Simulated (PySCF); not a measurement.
Species: C5H7P.
Atom-mapped SMILES: `[CH3:1][c:2]1[cH:3][cH:4][pH:5][cH:6]1` (hydrogens: H7, H8, H9 on C1; H10 on C3; H11 on C4; H12 on P5; H13 on C6)

Computed by this run: PySCF 2.14.0, CAM-B3LYP/def2-SV(P) geometry optimisation, gas phase; density fitting, grid level 1; the optimiser is geomeTRIC in internal coordinates, started from a GFN2-xTB structure.

Geometry at step 0:
```
atom  x, y, z in Å
C1     -1.9125    0.0366    0.0922
C2     -0.4292    0.1141   -0.0452
C3      0.3721   -1.0786   -0.2063
C4      1.6941   -0.8519   -0.2925
P5      2.0486    0.9169   -0.3456
C6      0.3091    1.2431   -0.0090
H7     -2.3392    1.0217    0.2627
H8     -2.3500   -0.3834   -0.8135
H9     -2.1792   -0.6137    0.9251
H10    -0.0819   -2.0574   -0.2275
H11     2.4509   -1.6070   -0.4203
H12     2.5036    1.0219    0.9706
H13    -0.0908    2.2381    0.0914
```

Task: Give the atomic forces at this geometry.

Result: 
```tsv
atom	Fx (eV/Å)	Fy (eV/Å)	Fz (eV/Å)
C1	0.386	0.068	-0.086
C2	-0.265	0.441	0.135
C3	0.355	-0.038	-0.006
C4	0.083	0.088	-0.140
P5	-0.177	-0.041	-0.472
C6	0.149	-0.068	-0.167
H7	-0.271	0.406	0.080
H8	-0.315	-0.194	-0.364
H9	-0.218	-0.287	0.358
H10	-0.192	-0.557	-0.050
H11	0.347	-0.490	-0.033
H12	0.429	0.179	0.649
H13	-0.313	0.494	0.096
```

The largest, 0.80 eV/Å, acts on H12; the rms over all components is 0.295 eV/Å. The forces sum to zero within rounding, as they must for an isolated molecule in no field.

Task: Give the force on H12 in Eh/bohr and in nN.

Result: 0.799 eV/Å ÷ 51.422 = 0.01553 Eh/bohr, and 0.799 eV/Å × 1.602 = 1.28 nN.

Task: How far is this geometry from the end of the optimisation?

Result: 0.075 eV above it, and 0.055 Å rms away after alignment. The bonds farthest from their final lengths, with half the difference of the two atoms' forces along the bond (positive lengthens):

```csv
bond,now (Å),final (Å),force along bond (eV/Å)
P5–H12,1.397,1.428,+0.64
C2–C3,1.446,1.467,+0.38
C3–H10,1.079,1.095,+0.35
C6–H13,1.077,1.092,+0.36
C4–H11,1.077,1.092,+0.29
C1–H9,1.090,1.105,+0.35
```

The angle farthest from its final value is C4–P5–H12, 96.3° against 100.2°.

Of the 6 listed bonds off by 0.010 Å or more, this force points towards the final length in 6.

The cost below is that of the whole optimisation. Hardware: AMD EPYC 9R45, one thread, shared host with 96 logical CPUs at a one-minute load of 66. Cost: 19 s of wall time, 0.53 GiB resident at most.
